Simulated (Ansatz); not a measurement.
C₃H₇, SMILES `C[CH]C` radical: measurement beside calculation (Ansatz, PBE0-D4/def2-TZVP geometry).

```xyz
10

C     0.477    0.700   -0.977
C    -0.075   -0.508   -0.323
C    -0.502   -0.472    1.094
H    -0.149    1.579   -0.788
H     0.571    0.576   -2.058
H     1.479    0.953   -0.594
H     0.033   -1.469   -0.815
H    -1.136    0.399    1.300
H    -1.054   -1.369    1.381
H     0.357   -0.389    1.780
```

Enthalpy of formation at 298 K: 21.5 kcal/mol (zero for an element's reference state; older measured values of the G2 set, as listed by Staroverov and co-workers, J. Chem. Phys. 119, 12129, 2003). With their computed zero-point and thermal terms and the atoms' enthalpies of Curtiss and co-workers (1997) it gives an electronic atomization energy of 900.2 kcal/mol.

```
             level  atomization (kcal/mol)   error  error per bond
       LDA (SPW92)                  1016.1   115.9            12.9
            PBE-D4                   917.9    17.7             2.0
         revPBE-D4                   900.3     0.1             0.0
           BLYP-D4                   899.6    -0.6            -0.1
         r2SCAN-D4                   908.0     7.8             0.9
            B97M-V                   905.0     4.9             0.5
           PBE0-D4                   909.5     9.3             1.0
          B3LYP-D4                   905.7     5.6             0.6
        r2SCANh-D4                   905.3     5.1             0.6
        r2SCAN0-D4                   901.5     1.4             0.2
          HSE06-D4                   910.0     9.8             1.1
          BHLYP-D4                   888.0   -12.2            -1.4
      CAM-B3LYP-D4                   908.5     8.4             0.9
           ωB97X-V                   902.2     2.0             0.2
           ωB97M-V                   903.3     3.1             0.3
            B2PLYP                   895.4    -4.7            -0.5
          PBE-QIDH                   901.3     1.2             0.1
               PBE                   915.0    14.8             1.6
            revPBE                   889.4   -10.8            -1.2
              BLYP                   892.9    -7.2            -0.8
            r2SCAN                   907.3     7.1             0.8
              PBE0                   907.1     6.9             0.8
             B3LYP                   901.1     0.9             0.1
           r2SCANh                   904.6     4.4             0.5
           r2SCAN0                   900.7     0.5             0.1
             HSE06                   907.8     7.6             0.8
             BHLYP                   885.0   -15.2            -1.7
         CAM-B3LYP                   906.2     6.0             0.7
           LC-ωPBE                   903.3     3.1             0.3
     HF/def2-TZVPP                   694.1  -206.1           -22.9
    MP2/def2-TZVPP                   885.5   -14.7            -1.6
SCS-MP2/def2-TZVPP                   885.5   -14.6            -1.6
   CCSD/def2-TZVPP                   873.9   -26.2            -2.9
CCSD(T)/def2-TZVPP                   882.3   -17.9            -2.0
     HF/def2-QZVPP                   694.8  -205.4           -22.8
    MP2/def2-QZVPP                   895.9    -4.2            -0.5
SCS-MP2/def2-QZVPP                   897.4    -2.8            -0.3
      HF/CBS(def2)                   694.9  -205.2           -22.8
     MP2/CBS(def2)                   903.3     3.1             0.3
    CCSD/CBS(def2)                   891.7    -8.5            -0.9
 CCSD(T)/CBS(def2)                   900.1    -0.1             0.0
```

Functionals use def2-TZVPP; B3LYP here is the variant with VWN-RPA as its local correlation; programs differ in this. The calculations leave out spin–orbit coupling, scalar relativity and, for the correlated methods, core correlation; together these are worth up to about 1 kcal/mol a heavy atom. HSE06 is defined as in plane-wave codes. CBS adds triple-zeta CCSD(T) − MP2 to the MP2 limit. T1 = 0.011.
